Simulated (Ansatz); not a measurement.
# CF: the cost of one run

Computed with Ansatz 0.2.0 (CCSD(T) on unrestricted Hartree-Fock, Gaussian basis cc-pV(T+d)Z, and further levels as typed in the inputs, unless a step's input says otherwise).

**1. The structure to begin with**

Bond lengths: C1–F2 1.270 Å.

As a file:

```xyz
2

C     0.0000    0.0000    0.0000
F     0.0000    0.0000    1.2700
```

**2. Relaxing the atoms: CF**

File input.yaml:

```yaml
relax:
  f_tol: 0.001
  max_steps: 200
crystal:
  periodic: [false, false, false]
  atoms:
    - { symbol: C, position_ang: [0.0, 0.0, 0.0] }
    - { symbol: F, position_ang: [0.0, 0.0, 1.27] }
magnetization:
  spin_polarized: true
  initial_magnetization: 1
basis:
  gaussian: { orbitals: "cc-pV(T+d)Z.json" }
hamiltonian:
  xc: hf
correlation:
  method: ccsd_t
scf:
  omitted_lower_state_checks: [cluster_reference]
```

Started as:

```
> ansatz run input.yaml --threads 8 --pin off --max-ram 40960MiB --backend cpu --events-out ev --progress --plain --runs-dir out
```

What time and memory should one allow on 8 threads of AMD EPYC 9R45 (Zen 5), shared host?

About 5.4 s, with a peak of 0.41 GiB.
